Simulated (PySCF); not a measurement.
**How methods differ on the ionisation energy of Si**

Si [Ne] 3s2 3p2 (3P) → Si⁺ [Ne] 3s2 3p1 (2P), as a difference of total energies. All numbers are calculated (PySCF 2.14, the non-relativistic Hamiltonian (point nucleus), in aug-cc-pV(D+d)Z (5s4p3d, 32 functions)). Correlated levels: valence: [Ne] frozen. The calculations carry no spin-orbit coupling.

| method | ionisation energy (eV) |
| --- | --- |
| UHF | 7.649 |
| LDA | 8.245 |
| PBE | 8.210 |
| PBE0 | 8.230 |
| r2SCAN | 8.334 |
| TPSSh | 8.226 |
| BLYP | 7.962 |
| B3LYP | 8.133 |
| M06-2X | 7.970 |
| MP2 (valence) | 7.965 |
| SCS-MP2 (valence) | 7.885 |

Problem. How much does correlation contribute at MP2 (valence)?

Solution. 7.965 − (7.649) = 0.316 eV, measured against UHF.

Errors of the correlated levels include the incompleteness of this basis and the frozen core.

For comparison: 8.157 eV (measured; NIST levels, between the centres of gravity of the two terms).
